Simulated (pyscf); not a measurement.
Four-centre exchange: HO–B(Cl)–Cl (SMILES OB(Cl)Cl) + HF (SMILES F) → HO–BH–Cl (SMILES OBCl) + F–Cl (SMILES FCl)

Gas phase, singlet surface, charge 0. Bonds broken: B2–Cl3, F6–H7. Bonds formed: B2–H7, Cl3–F6. Single points on ωB97X-D3(BJ)/def2-SVP structures (PySCF, gas phase). MP2 and CC: frozen core, UHF for open shells. ΔMP2 is the change of the MP2 total energy from the triple- to the quadruple-zeta basis.

Transition state (Å):

```xyz
7

O      0.5702     0.1836    -1.1541
B     -0.6177    -0.0265    -0.5255
Cl    -0.6951     0.4814     1.3660
Cl    -2.1257     0.3332    -1.3885
H      1.3437    -0.1237    -0.6685
F     -0.2477    -1.4071     1.6851
H     -0.7315    -1.1749     0.1997
```

One imaginary mode, 1521i cm⁻¹; descent along it reached the two sides named.

```json
[
 {"bond": "B2–Cl3", "change": "breaks", "reactant side (Å)": "1.759", "saddle": "1.960", "product side": "4.0"},
 {"bond": "F6–H7", "change": "breaks", "reactant side (Å)": "0.928", "saddle": "1.579", "product side": "3.5"},
 {"bond": "B2–H7", "change": "forms", "reactant side (Å)": "2.585", "saddle": "1.363", "product side": "1.208"},
 {"bond": "Cl3–F6", "change": "forms", "reactant side (Å)": "3.4", "saddle": "1.967", "product side": "1.656"}
]
```

Electronic energies relative to the separated reactants (kcal/mol):

```json
[
 {"level": "ωB97X-D3(BJ)/def2-TZVP", "barrier": "144.5", "reaction energy": "+87.1", "reverse barrier": "57.5"},
 {"level": "PBE/def2-TZVP", "barrier": "117.9", "reaction energy": "+82.5", "reverse barrier": "35.5"},
 {"level": "r²SCAN/def2-TZVP", "barrier": "128.3", "reaction energy": "+87.6", "reverse barrier": "40.7"},
 {"level": "B3LYP-D3(BJ)/def2-TZVP", "barrier": "133.4", "reaction energy": "+84.1", "reverse barrier": "49.3"},
 {"level": "PBE0-D3(BJ)/def2-TZVP", "barrier": "136.2", "reaction energy": "+88.0", "reverse barrier": "48.2"},
 {"level": "M06-2X/def2-TZVP", "barrier": "148.8", "reaction energy": "+87.8", "reverse barrier": "61.0"},
 {"level": "ωB97M-D3(BJ)/def2-TZVP", "barrier": "142.7", "reaction energy": "+86.3", "reverse barrier": "56.4"},
 {"level": "HF/def2-TZVP", "barrier": "189.2", "reaction energy": "+89.9", "reverse barrier": "99.3"},
 {"level": "MP2/def2-QZVPP", "barrier": "146.4", "reaction energy": "+95.5", "reverse barrier": "50.8"},
 {"level": "CCSD/def2-TZVPP", "barrier": "154.3", "reaction energy": "+90.3", "reverse barrier": "64.0"},
 {"level": "CCSD(T)/def2-TZVPP", "barrier": "143.2", "reaction energy": "+89.8", "reverse barrier": "53.4"},
 {"level": "CCSD(T)/def2-TZVPP + ΔMP2(QZVPP)", "barrier": "142.5", "reaction energy": "+89.8", "reverse barrier": "52.7"}
]
```

With CCSD(T)/def2-TZVPP + ΔMP2(QZVPP) energies and thermal terms (ideal gas, 1 atm, RRHO with modes under 100 cm⁻¹ raised to 100, one conformer, R ln 2 for chiral ones without a mode under 150 cm⁻¹), in kcal/mol:

| T (K) | ΔH‡ | ΔG‡ | ΔH | ΔG |
|---|---|---|---|---|
| 298 | 139.2 | 148.6 | +89.2 | +88.3 |
| 600 | 139.4 | 158.0 | +88.7 | +87.6 |
| 900 | 140.0 | 167.2 | +88.5 | +87.1 |
| 1200 | 140.7 | 176.1 | +88.5 | +86.6 |

The same reactants have a lower exit, to H₂O + F–B(Cl)–Cl (barrier +16.0 kcal/mol at ωB97M-D3(BJ)/def2-TZVP, against +142.7 kcal/mol here). This is the saddle that the search found; another between the same sides may lie lower. One closed-shell reference is unstable to symmetry breaking; treat the single-reference values with care. The CCSD(T) − MP2 part came from Ansatz, without density fitting, on the same reference.
